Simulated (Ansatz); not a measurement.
# CH5O (doublet): the correlation ladder at distance O1–H3 along a hydrogen transfer = 1.039 Å, cc-pVDZ

An exercise on one series of results from a longer session: the logs are not shown, and one member is left open.

The runs use Ansatz 0.2.0, Gaussian basis; cc-pVDZ, core rule «outside noble gas», up to 2 orbitals frozen.

To be run: UHF; CCSD(T) on ROHF; CCSD(T) on UHF; BCCD(T) on ROHF; CISD; CCSDT(Q) on ROHF; CCSDT(Q) on UHF; CASSCF and MRCISD+Q, 3 electrons in 3 orbitals; CASSCF and NEVPT2, 3 electrons in 3 orbitals.

## The system

The geometry derives from fragments relaxed apart (PBE0/def2-TZVP) and kept rigid, so it is no stationary point. A hydrogen atom is moved between rigid fragments.

7 atoms, charge 0, spin multiplicity 2.

Atoms are counted from 1 here; the program's logs count them from 0.

Bond lengths: O1–H2 0.960 Å, O1–H3 1.039 Å, C4–H5 1.080 Å, C4–H6 1.080 Å, C4–H7 1.080 Å. Angles: H2–O1–H3 105.1°, H5–C4–H6 120.0°, H5–C4–H7 120.0°, H6–C4–H7 120.0°.

Set-up of the first run:

File in.yaml:

```yaml
crystal:
  periodic: [false, false, false]
  atoms:
    - {symbol: O, position_ang: [-1.210021, -0.028258, 0.000000]}
    - {symbol: H, position_ang: [-1.459331, 0.898317, 0.000000]}
    - {symbol: H, position_ang: [-0.171021, -0.028258, 0.000000]}
    - {symbol: C, position_ang: [1.396979, -0.028258, 0.000000]}
    - {symbol: H, position_ang: [1.396979, -1.108280, 0.000000]}
    - {symbol: H, position_ang: [1.396979, 0.511753, 0.935327]}
    - {symbol: H, position_ang: [1.396979, 0.511753, -0.935327]}
basis:
  gaussian: {orbitals: cc-pVDZ}
magnetization: {spin_polarized: true, initial_magnetization: 1}
hamiltonian: {xc: hf}
output: {orbitals: {seedname: orbitals}}
```

On the command line:

```bash
> ansatz run in.yaml --threads 1 --pin off --events-out ev --progress --plain --max-ram 4096MiB --backend cpu
```

Among the steps run: UHF; CCSD(T) on ROHF; CCSD(T) on UHF; BCCD(T) on ROHF; CISD; CCSDT(Q) on ROHF; CCSDT(Q) on UHF; CASSCF and MRCISD+Q, 3 electrons in 3 orbitals; CASSCF and NEVPT2, 3 electrons in 3 orbitals.

One table of the session follows, with a row left open; its other results are not shown here.

| method | from UCCSDT(Q) (kcal/mol) |
| --- | --- |
| ROHF | +241.25 |
| UHF | +237.73 |
| RMP2 | +24.57 |
| UMP2 | +24.85 |
| CISD | +25.44 |
| RCCSD | +5.29 |
| UCCSD | +5.23 |
| RCCSD(T) | +0.86 |
| UCCSD(T) | +0.86 |
| BCCD(T) | ? |
| RCCSDT | +0.46 |
| UCCSDT | +0.44 |
| RCCSDT(Q) | +0.02 |
| UCCSDT(Q) | 0 |
| CASSCF pair | +227.10 |
| NEVPT2 pair | +24.80 |
| MRCISD pair | +22.90 |
| MRCISD+Q pair | +3.16 |

Q: Estimate the row for BCCD(T) from the others.

As computed: from UCCSDT(Q) (kcal/mol): +0.85. In the column «from UCCSDT(Q) (kcal/mol)» it lies between RCCSDT (+0.46) and RCCSD(T) (+0.86).

To keep in mind: Restricted and unrestricted rows rest on different reference determinants; where their highest levels disagree by more than a few hundredths of an eV, they describe different states and don't form one ladder.
